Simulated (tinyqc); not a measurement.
Worked calculation: G0W0 on RHF in the sto-3g basis, for H2O, spin multiplicity 1. One step of it, computed by the program tinyqc.

Task: Screening: direct RPA. With D = e_a - e_i and K = (ia|jb): diagonalise D^(1/2) (D + 4K) D^(1/2) = Z w^2 Z^T; X + Y = D^(1/2) Z w^(-1/2), each column of Z with its largest component positive (the first on a tie); E_c = (sum w - tr (D + 2K)) / 2.

orbital energies (hartree): MO1 -20.224207, MO2 -1.261330, MO3 -0.638368, MO4 -0.429767, MO5 -0.383344, MO6 0.596146, MO7 0.787760

Two-electron integrals over orbitals (pq|rs), unique and non-zero (hartree):
```
(11|11) 4.744124    (21|11) -0.417148   (21|21) 0.058244    (22|11) 1.004232
(22|21) -0.013212   (22|22) 0.724864    (31|31) 0.010718    (32|31) 0.017629
(32|32) 0.146759    (33|11) 0.797250    (33|21) -0.004424   (33|22) 0.643230
(33|33) 0.633547    (41|11) 0.172400    (41|21) -0.021037   (41|22) 0.015356
(41|33) 0.006066    (41|41) 0.027783    (42|11) -0.118021   (42|21) 0.008754
(42|22) 0.005188    (42|33) 0.007074    (42|41) 0.020714    (42|42) 0.125423
(43|31) -0.002998   (43|32) 0.020320    (43|43) 0.044724    (44|11) 1.018719
(44|21) -0.013630   (44|22) 0.684520    (44|33) 0.602227    (44|41) -0.012101
(44|42) -0.105237   (44|44) 0.802415    (51|51) 0.026058    (52|51) 0.032518
(52|52) 0.144738    (53|53) 0.028759    (54|51) -0.012652   (54|52) -0.043996
(54|54) 0.055234    (55|11) 1.115332    (55|21) -0.011719   (55|22) 0.747378
(55|33) 0.628372    (55|41) 0.004775    (55|42) -0.063224   (55|44) 0.738398
(55|55) 0.880159    (61|11) -0.249280   (61|21) 0.037066    (61|22) -0.002253
(61|33) -0.000444   (61|41) -0.000918   (61|42) 0.019428    (61|44) -0.018476
(61|55) -0.006517   (61|61) 0.031327    (62|11) 0.311797    (62|21) -0.007239
(62|22) 0.140625    (62|33) 0.071638    (62|41) 0.018076    (62|42) 0.021625
(62|44) 0.097601    (62|55) 0.160219    (62|61) 0.004753    (62|62) 0.100580
(63|31) 0.002756    (63|32) -0.047178   (63|43) -0.028361   (63|63) 0.077047
(64|11) 0.203385    (64|21) -0.001642   (64|22) 0.092097    (64|33) 0.040408
(64|41) 0.004450    (64|42) -0.017266   (64|44) 0.111922    (64|55) 0.107091
(64|61) 0.001371    (64|62) 0.062703    (64|64) 0.060366    (65|51) 0.016556
(65|52) 0.061658    (65|54) -0.002643   (65|65) 0.039358    (66|11) 0.783350
(66|21) -0.006916   (66|22) 0.604419    (66|33) 0.568235    (66|41) 0.021130
(66|42) 0.061335    (66|44) 0.543096    (66|55) 0.581012    (66|61) 0.007025
(66|62) 0.089128    (66|64) 0.042994    (66|66) 0.588421    (71|31) 0.015565
(71|32) 0.023841    (71|43) -0.004529   (71|63) 0.003528    (71|71) 0.022670
(72|31) 0.013943    (72|32) 0.041256    (72|43) -0.031104   (72|63) 0.035057
(72|71) 0.019117    (72|72) 0.061953    (73|11) 0.366170    (73|21) -0.007518
(73|22) 0.142504    (73|33) 0.092465    (73|41) -0.000776   (73|42) -0.069586
(73|44) 0.167892    (73|55) 0.191167    (73|61) -0.006782   (73|62) 0.079056
(73|64) 0.070281    (73|66) 0.037150    (73|73) 0.149114    (74|31) -0.009121
(74|32) -0.073285   (74|43) 0.005260    (74|63) 0.044098    (74|71) -0.013007
(74|72) -0.017362   (74|74) 0.064464    (75|53) 0.023860    (75|75) 0.024928
(76|31) 0.009782    (76|32) 0.103921    (76|43) 0.045446    (76|63) -0.071445
(76|71) 0.013509    (76|72) -0.007235   (76|74) -0.056016   (76|76) 0.120611
(77|11) 0.886377    (77|21) -0.010011   (77|22) 0.627426    (77|33) 0.613026
(77|41) 0.003793    (77|42) -0.016257   (77|44) 0.617114    (77|55) 0.631658
(77|61) -0.005969   (77|62) 0.070816    (77|64) 0.040897    (77|66) 0.563261
(77|73) 0.101588    (77|77) 0.625580
```

Give: D^(1/2) (D + 4K) D^(1/2); excitation energies w; X + Y; RPA correlation energy.

Result:

D^(1/2) (D + 4K) D^(1/2) (hartree^2):
```
         1>6      1>7    2>6     2>7    3>6     3>7    4>6     4>7
1>6  436.096    0.000  0.118   0.000  0.000  -0.148  0.025   0.000
1>7    0.000  443.408  0.000   0.502  0.072   0.000  0.000  -0.263
2>6    0.118    0.000  4.198   0.000  0.000   0.515  0.346   0.000
2>7    0.000    0.502  0.000   4.707  0.223   0.000  0.000  -0.110
3>6    0.000    0.072  0.000   0.223  1.904   0.000  0.000   0.216
3>7   -0.148    0.000  0.515   0.000  0.000   2.884  0.340   0.000
4>6    0.025    0.000  0.346   0.000  0.000   0.340  1.300   0.000
4>7    0.000   -0.263  0.000  -0.110  0.216   0.000  0.000   1.796
5>6    0.000    0.000  0.000   0.000  0.000   0.000  0.000   0.000
5>7    0.000    0.000  0.000   0.000  0.000   0.000  0.000   0.000

       5>6    5>7
1>6  0.000  0.000
1>7  0.000  0.000
2>6  0.000  0.000
2>7  0.000  0.000
3>6  0.000  0.000
3>7  0.000  0.000
4>6  0.000  0.000
4>7  0.000  0.000
5>6  1.114  0.000
5>7  0.000  1.488
```

excitation energies w (hartree): 1.055  1.100  1.220  1.269  1.438  1.654  2.106  2.174  20.883  21.057

X + Y:
```
         1       2      3       4       5       6      7       8
1>6  0.000   0.000  0.000   0.000   0.000   0.001  0.000   0.000
1>7  0.000   0.000  0.000   0.002   0.001   0.000  0.000  -0.004
2>6  0.000  -0.109  0.000   0.000   0.000  -0.378  0.874   0.000
2>7  0.000   0.000  0.000   0.092  -0.047   0.000  0.000   0.968
3>6  0.000   0.000  0.000  -0.618   0.718   0.000  0.000   0.058
3>7  0.000  -0.198  0.000   0.000   0.000   0.859  0.279   0.000
4>6  0.000   0.948  0.000   0.000   0.000   0.105  0.097   0.000
4>7  0.000   0.000  0.000   0.760   0.580   0.000  0.000  -0.024
5>6  0.963   0.000  0.000   0.000   0.000   0.000  0.000   0.000
5>7  0.000   0.000  0.980   0.000   0.000   0.000  0.000   0.000

         9     10
1>6  0.999  0.000
1>7  0.000  0.999
2>6  0.000  0.000
2>7  0.000  0.000
3>6  0.000  0.000
3>7  0.000  0.000
4>6  0.000  0.000
4>7  0.000  0.000
5>6  0.000  0.000
5>7  0.000  0.000
```

RPA correlation energy = -0.04985 hartree
